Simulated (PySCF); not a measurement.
Geometries of 2 isomers of C2H8Si, from PBE0-D3(BJ)/def2-SVP geometry optimisation, gas phase in PySCF 2.14.0. One conformer each, no zero-point energy, no frequencies.

**Question.** Which isomer lies lower at this level?
A.
```xyz
11
angstrom
C     -1.241    0.685    0.071
C     -0.385   -0.535   -0.257
Si     1.455   -0.309    0.098
H     -1.170    0.956    1.136
H     -0.929    1.567   -0.510
H     -2.305    0.507   -0.151
H     -0.727   -1.415    0.315
H     -0.490   -0.810   -1.320
H      2.010    0.826   -0.706
H      1.676    0.000    1.546
H      2.216   -1.551   -0.244
```
B.
```xyz
11
angstrom
C      1.490    0.548   -0.209
Si     0.122   -0.735    0.045
C     -1.566    0.088    0.161
H      2.219    0.528    0.615
H      1.067    1.564   -0.259
H      2.038    0.367   -1.145
H      0.372   -1.516    1.299
H      0.121   -1.715   -1.088
H     -2.364   -0.653    0.325
H     -1.590    0.803    0.999
H     -1.800    0.640   -0.763
```

**Answer.** B. That is dimethylsilane, `C[SiH2]C`, 9.2 kcal/mol below the other.

```tsv
SMILES	atoms numbered as above	E (Eh)	relative (kcal/mol)	relative (kJ/mol)	dipole (D)
C[SiH2]C	[CH3:1][SiH2:2][CH3:3]	-370.15814	0.0	0.0	0.80
CC[SiH3]	[CH3:1][CH2:2][SiH3:3]	-370.14347	9.2	38.5	0.86
```
